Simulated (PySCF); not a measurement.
# Working out the ionisation energy of F

F [He] 2s2 2p5 (2P) → F+ [He] 2s2 2p4 (3P). Calculation: PySCF 2.14, in aug-cc-pVDZ (4s3p2d, 23 functions); no relativity, point nucleus. Frozen: 1s2. Energies in hartree (1 hartree = 27.21139 eV):

| part | F (lower) | F+ (upper) |
| --- | --- | --- |
| UHF | -99.381092 | -98.801665 |
| CCSD correlation | -0.166657 | -0.118220 |
| (T) | -0.002321 | -0.001221 |

Task: What does Hartree-Fock give?

Result: (-98.801665) − (-99.381092) = 0.579427 hartree = 15.767 eV.

Task: What do CCSD and CCSD(T) give?

Result: The CCSD correlation energies differ by 0.048437 hartree = 1.318 eV and the triples by 0.001100 hartree = 0.030 eV, so CCSD gives 17.085 eV and CCSD(T) 17.115 eV.

Measured between the centres of the two terms (NIST): 17.427 eV, so CCSD(T) (valence) is off by -0.312 eV.

A double-zeta basis recovers only part of the correlation energy.

What remains against the reference includes basis incompleteness, the frozen core and higher excitations.
